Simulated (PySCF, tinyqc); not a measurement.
RHF in the sto-3g basis, for CH2, spin multiplicity 1, step by step (part 2 of 2). This run ends on a higher stationary point, not on the lowest solution. The lowest restricted solution is unstable here: a spin-polarised one lies 0.0188 hartree lower (PySCF). Computed by tinyqc, a small Python program that keeps every step (integrals from PySCF). Command: `OMP_NUM_THREADS=1 python tinyqc.py 31811 31812 out.jsonl` (the two numbers bound the seeds that draw the settings). One thread of a shared host (Intel(R) Xeon(R) Processor @ 2.60GHz), about 0.07 s of CPU time with the checks.

Geometry (angstrom):

| atom | x | y | z |
|---|---|---|---|
| C | 0.000000 | 0.000000 | 0.000000 |
| H | 0.000000 | 1.099000 | 0.833000 |
| H | 0.000000 | -1.099000 | 0.833000 |

## Convergence

Stop when the energy changes by less than 1e-09 hartree and every element of the error matrix X^T (F D S - S D F) X is below 9e-06.

Course of the cycle:

| iteration | E (hartree) | change | largest element of the error matrix |
|---|---|---|---|
| 1 | -36.66291603 | - | 6.23e-01 |
| 2 | -37.47372558 | -8.11e-01 | 6.98e-01 |
| 3 | -37.91909454 | -4.45e-01 | 4.46e-01 |
| 4 | -38.04311320 | -1.24e-01 | 2.52e-01 |
| 5 | -38.07704365 | -3.39e-02 | 1.39e-01 |
| 6 | -38.08713142 | -1.01e-02 | 6.95e-02 |
| 7 | -38.08957163 | -2.44e-03 | 3.67e-02 |
| 8 | -38.09026726 | -6.96e-04 | 1.91e-02 |
| 9 | -38.09046059 | -1.93e-04 | 9.74e-03 |
| 10 | -38.09051203 | -5.14e-05 | 5.03e-03 |
| 11 | -38.09052633 | -1.43e-05 | 2.57e-03 |
| 12 | -38.09053020 | -3.87e-06 | 1.31e-03 |
| 13 | -38.09053126 | -1.05e-06 | 6.70e-04 |
| 14 | -38.09053154 | -2.90e-07 | 3.41e-04 |
| 15 | -38.09053162 | -8.02e-08 | 1.73e-04 |
| 16 | -38.09053165 | -2.24e-08 | 8.78e-05 |
| 17 | -38.09053165 | -6.26e-09 | 4.44e-05 |
| 18 | -38.09053166 | -1.77e-09 | 2.24e-05 |
| 19 | -38.09053166 | -5.05e-10 | 1.13e-05 |
| 20 | -38.09053166 | -1.45e-10 | 5.65e-06 |

PySCF RHF in the same basis = -38.30271418 hartree

Converged in 20 iterations. But the solution lies 0.21218 hartree above the reference: it is another stationary point, not the lowest restricted one. Reruns (cap 100 unless said): DIIS 8: converged in 8 to a higher stationary point; damping 0.5: converged in 71 to a higher stationary point; level shift 0.5: converged in 23 to a higher stationary point; atomic densities as start, DIIS 8: converged in 8.

## Populations, bond orders and dipole

D after iteration 20, lower triangle:
```
            1C 1s     1C 2s    1C 2px     1C 2py    1C 2pz      2H 1s     3H 1s
1C 1s    2.074294
1C 2s   -0.286408  1.146682
1C 2px   0.000000  0.000000  2.000000
1C 2py   0.000000  0.000000  0.000000   0.495106
1C 2pz  -0.030828  0.112268  0.000000   0.000000  0.010996
2H 1s   -0.132666  0.415695  0.000000   0.502093  0.040740   0.660290
3H 1s   -0.132666  0.415695  0.000000  -0.502093  0.040740  -0.358065  0.660290
```

overlap S, lower triangle:
```
           1C 1s     1C 2s    1C 2px     1C 2py    1C 2pz     2H 1s     3H 1s
1C 1s   1.000000
1C 2s   0.248362  1.000000
1C 2px  0.000000  0.000000  1.000000
1C 2py  0.000000  0.000000  0.000000   1.000000
1C 2pz  0.000000  0.000000  0.000000   0.000000  1.000000
2H 1s   0.032056  0.339196  0.000000   0.285546  0.216433  1.000000
3H 1s   0.032056  0.339196  0.000000  -0.285546  0.216433  0.085376  1.000000
```

Mulliken: Z minus the diagonal of D S on the atom; Loewdin: the same with S^(1/2) D S^(1/2); Mayer order: 2 sum_s sum (D(s) S)_ij (D(s) S)_ji over the two atoms.

Charges (e):

| atom | Mulliken | Loewdin |
|---|---|---|
| 1C | -0.162686 | -0.128070 |
| 2H | 0.081343 | 0.064035 |
| 3H | 0.081343 | 0.064035 |

Mayer bond orders:

| pair | order |
|---|---|
| 2-1 | 0.903686 |
| 3-1 | 0.903686 |
| 3-2 | 0.089698 |

dipole moment about the origin, x y z (debye): 0.000000  0.000000  0.022366
